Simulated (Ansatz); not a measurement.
System: hcp Be. Method: PBE in Ansatz (PAW).

Run with plane-wave cutoff 520 eV, 16×16×10 k mesh (along the axes of the cell as run), Fermi–Dirac smearing 0.1 eV, perturbation theory, force constants from a 4×4×2 q mesh, scalar-relativistic PAW data made under PBE.

Computed at the level's own relaxed cell. Harmonic vibrational thermodynamics at fixed volume:

| T (K) | S_vib (J/K per mol of atoms) | C_V (J/K per mol of atoms) | F_vib (eV/atom) |
|---|---|---|---|
| 0 | 0.00 | 0.00 | 0.0933 |
| 400 | 14.23 | 19.03 | 0.0721 |
| 500 | 18.70 | 20.91 | 0.0550 |
| 600 | 22.62 | 22.04 | 0.0336 |
| 800 | 29.15 | 23.25 | -0.0204 |
| 900 | 31.91 | 23.59 | -0.0520 |
| 1000 | 34.41 | 23.84 | -0.0864 |

The crystal is taken as a harmonic solid at every temperature: melting, phase changes and thermal expansion are not seen, nor the electrons' share in a metal.

Ansatz is a quantum-chemistry and plane-wave program.
